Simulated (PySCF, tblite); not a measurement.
# C₂H₄F₂S+ (doublet): geometry, infrared bands and EPR parameters

Wanted: the infrared bands and EPR parameters of C₂H₄F₂S+ (doublet) (`FC[S+]CF`), by calculation.

The runs use tblite 0.8.0 and PySCF 2.14.0, with density-fitted response routines of our own; the level of theory stands in each step. All values are computed, except where a source is named. Atoms are numbered from 0 throughout.

## 1. Starting geometry

9 atoms, charge 1, multiplicity 2; geometry from: force field or distance geometry start.

Bonds of the start (Å): F0–C1 1.39, C1–S2 1.78, S2–C3 1.80, C3–F4 1.39, C1–H5 1.12, C1–H6 1.11, C3–H7 1.11, C3–H8 1.11.

## 2. Relaxing the molecule with GFN2-xTB

Job settings and geometry (Å):

```
{"job": {"kind": "relax", "xc": "GFN2-xTB", "basis": "xTB"}, "charge": 1, "multiplicity": 2}
F      1.784700     1.495000    -0.591500
C      1.463000     0.177700    -0.308000
S     -0.136800    -0.253200    -0.947900
C     -1.460000    -0.275000     0.277100
F     -2.061200     0.963400     0.433500
H      2.253400    -0.465700    -0.771700
H      1.563800     0.039700     0.789900
H     -2.235500    -0.945400    -0.155000
H     -1.157700    -0.730600     1.248400
```

Run with:

```console
> OMP_NUM_THREADS=1 python probes_run.py task.json out
```

This one command runs all jobs of the session in turn.

**Question.** This job is followed by: GFN2-xTB harmonic vibrations, gas phase; UKS B3LYP, pcH-1 on C F H S, non-relativistic, mean-field spin-orbit, GIAO. What will the session give for the following? strongest single infrared mode (GFN2-xTB); zero-point energy (GFN2-xTB); g(iso) (B3LYP); ⟨S²⟩; largest a(iso) (averaged by class); property runs in this session.

**Answer**, as computed:

```
                                 quantity                                            value
strongest single infrared mode (GFN2-xTB)                            1122 cm⁻¹, 128 km/mol
             zero-point energy (GFN2-xTB)                                    35.5 kcal/mol
                           g(iso) (B3LYP)                                          2.01917
                                     ⟨S²⟩                               0.753 (exact 0.75)
       largest a(iso) (averaged by class)                  1H on H5, H6, H7, H8, 111.1 MHz
            property runs in this session  1, of which 0 failed and 1 gave unsound results
```

The optimisation took 79 steps and gained 0.750 eV; among the close pairs (by a distance rule), F0–C1 changed most, from 1.385 to 1.330 Å. No mode is imaginary among the 21: a minimum at this level. The strongest single mode, at 1122 cm⁻¹, moves mainly C1 and F0. Unscaled tight-binding wavenumbers are off by several per cent, some by more. Its intensities can rank the bands wrongly. Most of the unpaired spin sits on S2 (0.88 e). The isotropic g lies 16.8 ppt above the free-electron value. These values are not to be trusted: the run shows a large g shift, which the driver flags as unsure.
